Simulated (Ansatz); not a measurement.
Relative stability

Two relaxed structures of C₂H₄N (charge -1), singlet (PBE0-D4/def2-TZVPD; forces vanish, vibrations not checked).

A:

| atom | x (Å) | y (Å) | z (Å) |
| --- | --- | --- | --- |
| C1 | -0.9994 | 0.1305 | -0.5108 |
| C2 | 0.0096 | -0.7441 | -0.3068 |
| N3 | 1.1540 | -0.2127 | 0.3157 |
| H4 | -1.9119 | -0.1477 | -1.0327 |
| H5 | -0.9519 | 1.1870 | -0.1637 |
| H6 | 1.0228 | 0.6654 | 0.8390 |
| H7 | 1.6768 | -0.8785 | 0.8592 |

B:

```json
{"atom": "C1", "x (Å)": "-0.9718", "y (Å)": "0.3893", "z (Å)": "-0.3390"}
{"atom": "C2", "x (Å)": "-0.0999", "y (Å)": "-0.6781", "z (Å)": "0.2951"}
{"atom": "N3", "x (Å)": "1.1396", "y (Å)": "-0.4056", "z (Å)": "0.4686"}
{"atom": "H4", "x (Å)": "-1.4345", "y (Å)": "0.0084", "z (Å)": "-1.2593"}
{"atom": "H5", "x (Å)": "-1.7991", "y (Å)": "0.6559", "z (Å)": "0.3323"}
{"atom": "H6", "x (Å)": "1.3704", "y (Å)": "0.5697", "z (Å)": "0.1250"}
{"atom": "H7", "x (Å)": "-0.3937", "y (Å)": "1.3175", "z (Å)": "-0.5842"}
```

Computed with Ansatz 0.2.0 (basis: def2-TZVPPD); correlated methods freeze the cores. B3LYP uses VWN-RPA correlation.

Question: Which structure is lower at CCSD(T), and by how much? (An estimate is asked for; the value comes from the calculation.)

Answer: By the calculation: B, by 0.236 eV (electronic energy, against the other). By their contacts, A is C₂H₄N ([CH2][C][NH2]), total charge -1 and B is C₂H₄N ([CH3][C][NH]), total charge -1.

All methods give the same order:

```tsv
method	E(B) − E(A) (eV)
PBE-D4	-0.221
r2SCAN-D4	-0.185
PBE0-D4	-0.161
B3LYP-D4	-0.196
wB97M-V	-0.159
HF	-0.137
MP2	-0.194
CCSD	-0.210
CCSD(T)	-0.236
```

The T1 diagnostic stays at or below 0.022.

Labels in which every atom is bracketed show which atoms are joined, not bond orders.

For scale, one of the runs: CCSD(T)/def2-TZVPPD, 179 basis functions, launched by `ansatz run in.yaml --threads 2 --pin off --events-out ev --progress --plain --max-ram 4352MiB`. Hardware: 2 CPU threads of an Arm Neoverse V2, shared host. Wall time 33 s; peak host memory 1.8 GiB.
